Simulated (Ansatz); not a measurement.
We consider chalcopyrite CuGaSe2, described by r²SCAN-D4 in Ansatz (PAW).

Input file:

Ansatz 0.2 input:
```yaml
crystal:
  lattice:
    - [-2.7915748414, 2.7915748414, 5.5252999035]
    - [2.7915748414, -2.7915748414, 5.5252999035]
    - [2.7915748414, 2.7915748414, -5.5252999035]
  atoms:
    - { symbol: Ga, position: [0.5, 0.5, 0.0] }
    - { symbol: Ga, position: [0.25, 0.75, 0.5] }
    - { symbol: Cu, position: [0.0, 0.0, 0.0] }
    - { symbol: Cu, position: [0.75, 0.25, 0.5] }
    - { symbol: Se, position: [0.875, 0.8790053001, 0.5040053001] }
    - { symbol: Se, position: [0.1209946999, 0.625, -0.0040053001] }
    - { symbol: Se, position: [0.375, 0.3709946999, 0.4959946999] }
    - { symbol: Se, position: [0.6290053001, 0.125, 0.0040053001] }
basis:
  ecutwfc: 560
  ecutrho_ratio: 4
  xc_grid: 3
kpoints:
  mp_grid: { grid: [8, 8, 8] }
  band_path:
    path:
      - [0.0, 0.0, 0.0]
      - [0.0, 0.0, 0.071429]
      - [0.0, 0.0, 0.142857]
      - [0.0, 0.0, 0.214286]
      - [0.0, 0.0, 0.285714]
      - [0.0, 0.0, 0.357143]
      - [0.0, 0.0, 0.428571]
      - [0.0, 0.0, 0.5]
      - [0.125, 0.125, 0.375]
      - [0.25, 0.25, 0.25]
      - [0.2, 0.3, 0.2]
      - [0.15, 0.35, 0.15]
      - [0.1, 0.4, 0.1]
      - [0.05, 0.45, 0.05]
      - [0.0, 0.5, 0.0]
      - [0.0, 0.416667, 0.0]
      - [0.0, 0.333333, 0.0]
      - [0.0, 0.25, 0.0]
      - [0.0, 0.166667, 0.0]
      - [0.0, 0.083333, 0.0]
      - [0.1, 0.1, -0.1]
      - [0.2, 0.2, -0.2]
      - [0.3, 0.3, -0.3]
      - [0.4, 0.4, -0.4]
      - [0.5, 0.5, -0.5]
      - [0.437939, 0.562061, -0.437939]
      - [0.375877, 0.624123, -0.375877]
      - [0.313816, 0.686184, -0.313816]
      - [-0.313816, 0.313816, 0.313816]
      - [-0.261513, 0.261513, 0.261513]
      - [-0.20921, 0.20921, 0.20921]
      - [-0.156908, 0.156908, 0.156908]
      - [-0.104605, 0.104605, 0.104605]
      - [-0.052303, 0.052303, 0.052303]
      - [-0.127631, 0.127631, 0.5]
      - [0.5, 0.5, -0.127631]
      - [0.5, 0.5, -0.202105]
      - [0.5, 0.5, -0.276579]
      - [0.5, 0.5, -0.351052]
      - [0.5, 0.5, -0.425526]
    npoints: 1
hamiltonian:
  xc: r2scan
  dispersion: d4
  pseudopotentials: { kind: paw }
scf:
  occupations: { method: fermi_dirac, width: 0.01 }
  convergence: { dr2_threshold: 0.0000000008 }
output:
  forces: true
  stress: true
  eigenvalues: true
  write_bands: true
```

Output (set-up and result lines):

```
Crystal: 8 atoms, lattice volume = 172.232 Å³
Basis set: ecut = 560 eV, 5157 PW (Γ), exchange–correlation on 162×162×162 points (27 copies of the dense FFT grid, shifted against one another)
Bands: 77, of which v1, the nominal top of the filled ones, is band 64 counted from 1 (63 counted from 0)
Symmetry: 8 space group operations
Space group: I-42d (ITA 122), of the structure as read, at distance tolerance 5.6e-5 Å
k-points: 59 of 512 (time reversal used)
Functional: x = r2scan, c = r2scan; τ floored in thin density (d = 2e-4 eV/Å³)
SCF iter   1: F=—  HF=-42761.291968 eV  |F-HF|=—  |Δ(HF+E_count)|=         —  Δρ=2.06e-2  dr2=4.45e-1  dr2_τ=1.74e-2
SCF iter   2: F=—  HF=-42761.324607 eV  |F-HF|=—  |Δ(HF+E_count)|=   3.26e-2  Δρ=1.44e-2  dr2=2.17e-1  dr2_τ=3.02e-3
  ...
SCF iter  11: F=—  HF=-42761.257199 eV  |F-HF|=—  |Δ(HF+E_count)|=   2.23e-9  Δρ=1.06e-6  dr2=1.26e-9  dr2_τ=6.88e-12
SCF iter  12: F=-42761.257199 eV  HF=-42761.257199 eV  |F-HF|=9.02e-10  |Δ(HF+E_count)|=  5.09e-11  Δρ=8.21e-7  dr2=7.80e-10  dr2_τ=3.47e-12
SCF 1 converged in 12 iterations: F = -42761.257199 eV  dr2 = 7.80e-10
SCF converged after 12 iterations
Free energy (F): -42761.257199 eV
Internal energy: -42761.257199 eV  (E = F + TS)
E sigma→0 (E₀):  -42761.257199 eV
Fermi energy:    9.118066 eV
--- Forces (eV/Å), atoms counted from 1 ---
  atom   1  Ga     0.00000000     0.00000000     0.00000000
  atom   2  Ga     0.00000000    -0.00000000     0.00000000
  atom   3  Cu     0.00000000     0.00000000    -0.00000000
  atom   4  Cu     0.00000000    -0.00000000     0.00000000
  atom   5  Se    -0.00022711    -0.00000000    -0.00000000
  atom   6  Se    -0.00000000     0.00022711     0.00000000
  atom   7  Se     0.00022711     0.00000000     0.00000000
  atom   8  Se    -0.00000000    -0.00022711     0.00000000
--- Stress (GPa, compression-positive) ---
       -0.002380       0.000000       0.000000
        0.000000      -0.002380      -0.000000
        0.000000      -0.000000      -0.000840
  P = ⅓ Tr σ = -0.0019 GPa (-0.019 kbar)
```

The PAW data were made under PBE.

Cost on a shared machine: around 3.0 core-minutes (rough).

Ansatz is a program for electronic structure.
